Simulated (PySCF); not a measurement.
A PySCF script (with the pyscf-properties extension) for the NMR shieldings of `[NH4+]`, [H$_{4}$N]+, on a GFN2-xTB geometry:

```python
import basis_set_exchange as bse
import numpy as np
from pyscf import gto, dft
from pyscf.prop import nmr

atoms = """
N     0.001742    0.000559   -0.003445
H     0.866582   -0.558275   -0.012119
H     0.184582    0.922645   -0.423535
H    -0.317972    0.123180    0.967583
H    -0.726312   -0.485257   -0.545669
"""
names = dict.fromkeys(["N", "H"], "pcSseg-1")
basis = {el: gto.basis.parse(bse.get_basis(n, elements=[el], fmt="nwchem")) for el, n in names.items()}
mol = gto.M(atom=atoms, basis=basis, charge=1, verbose=0)
mf = dft.RKS(mol, xc="PBE0")
mf.grids.level = 2
mf.grids.alignment = dft.numint.BLKSIZE   # the property module wants whole blocks of grid points
mf.conv_tol = 1e-9
mf.kernel()

calc = nmr.RKS(mf)   # GIAO
C = mf.mo_coeff
Co = C[:, mf.mo_occ > 0]
resp = mf.gen_response(singlet=True, hermi=2)
def vind(x):   # induced exchange potential for any number of trial vectors
    d = np.einsum("pi,xij,qj->xpq", C, 2 * x.reshape(-1, C.shape[1], Co.shape[1]), Co, optimize=True)
    return np.einsum("xpq,pi,qj->xij", resp(d - d.transpose(0, 2, 1)), C, Co, optimize=True).ravel()
mo1, _ = nmr.rhf.solve_mo1(calc, with_cphf=vind)
sigma = calc.kernel(mo1)
for i, s in enumerate(sigma):   # ppm
    w = np.linalg.eigvalsh((s + s.T) / 2)
    print("%2d %-2s iso %8.1f  s11 %8.1f  s22 %8.1f  s33 %8.1f" % (i, mol.atom_pure_symbol(i), w.mean(), *w))
```

Q: What does it print?

A: 
```
 0 N  iso    230.1  s11    230.1  s22    230.1  s33    230.1
 1 H  iso     26.1  s11     20.8  s22     20.8  s33     36.7
 2 H  iso     26.1  s11     20.8  s22     20.8  s33     36.7
 3 H  iso     26.1  s11     20.8  s22     20.8  s33     36.7
 4 H  iso     26.1  s11     20.8  s22     20.8  s33     36.7
```

These numbers come from an equivalent density-fitted implementation of the same equations, which agrees with the script to about 0.01 ppm for H and up to a few tenths of a ppm for heavy atoms, so last digits may differ.

Q: Turn these shieldings into chemical shifts. Shifts are taken against calculated references (same method and geometry level): NH3 for $^{15}$N (σref 267.73); $^{1}$H (σref 31.72) vs TMS.

A: Averaging equivalent atoms: N 0: 37.6; H 1/2/3/4: 5.59 ppm. Experimental scales use liquid or dissolved standards, which lie at an offset from isolated NH3 (liquid NH3: subtract about 20 ppm).

Size and cost of the density-fitted run: 37 basis functions, 1.2 s wall time on 1 thread of an Arm Neoverse V2, shared host.
